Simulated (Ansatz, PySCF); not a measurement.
This PySCF input computes a CAM-B3LYP/def2-TZVPD energy:

```python
from pyscf import gto, scf, dft

mol = gto.M(
    atom='''
    C    -0.00210137    1.08174360    0.12090538
    C     0.00074144   -1.08083876    0.12875855
    C    -1.08060230   -0.00189518   -0.13071652
    C     1.08196223    0.00099034   -0.11894741
    H     0.00026723    1.95675874   -0.52885732
    H    -0.00819803    1.41962592    1.15832029
    H     0.00541670   -1.96054058   -0.51463211
    H    -0.00447679   -1.41119264    1.16860008
    H    -1.96147548   -0.00072250    0.51108544
    H    -1.40906020   -0.00610522   -1.17116306
    H     1.95579155    0.00450434    0.53240399
    H     1.42173502   -0.00232806   -1.15575731
    ''',
    basis='def2-tzvpd',
    charge=0,
    spin=0,
    verbose=4,
)

mf = dft.RKS(mol, xc='camb3lyp').density_fit(auxbasis='def2-universal-jkfit')
mf.grids.level = 3
mf.conv_tol = 1e-9
mf.max_cycle = 100
mf.max_memory = 1500
mf.kernel()
if not mf.converged:
    mf = mf.newton()
    mf.kernel(mf.make_rdm1())
mf.analyze()
```

Q: Write an input for the same energy in Ansatz (a first-principles code) and say what it gives.

A: 
Ansatz 0.2 input:
```yaml
crystal:
  periodic: [false, false, false]
  atoms:
    - {symbol: C, position_ang: [-0.00210137, 1.08174360, 0.12090538]}
    - {symbol: C, position_ang: [0.00074144, -1.08083876, 0.12875855]}
    - {symbol: C, position_ang: [-1.08060230, -0.00189518, -0.13071652]}
    - {symbol: C, position_ang: [1.08196223, 0.00099034, -0.11894741]}
    - {symbol: H, position_ang: [0.00026723, 1.95675874, -0.52885732]}
    - {symbol: H, position_ang: [-0.00819803, 1.41962592, 1.15832029]}
    - {symbol: H, position_ang: [0.00541670, -1.96054058, -0.51463211]}
    - {symbol: H, position_ang: [-0.00447679, -1.41119264, 1.16860008]}
    - {symbol: H, position_ang: [-1.96147548, -0.00072250, 0.51108544]}
    - {symbol: H, position_ang: [-1.40906020, -0.00610522, -1.17116306]}
    - {symbol: H, position_ang: [1.95579155, 0.00450434, 0.53240399]}
    - {symbol: H, position_ang: [1.42173502, -0.00232806, -1.15575731]}
basis:
  gaussian:
    orbitals: def2-TZVPD
hamiltonian:
  xc: {name: CAM-B3LYP}
output: {forces: true}
```
It gives -157.16996 Eh, and PySCF -157.17008 Eh, a difference of 0.12 mEh, from the treatment of integrals and grids.
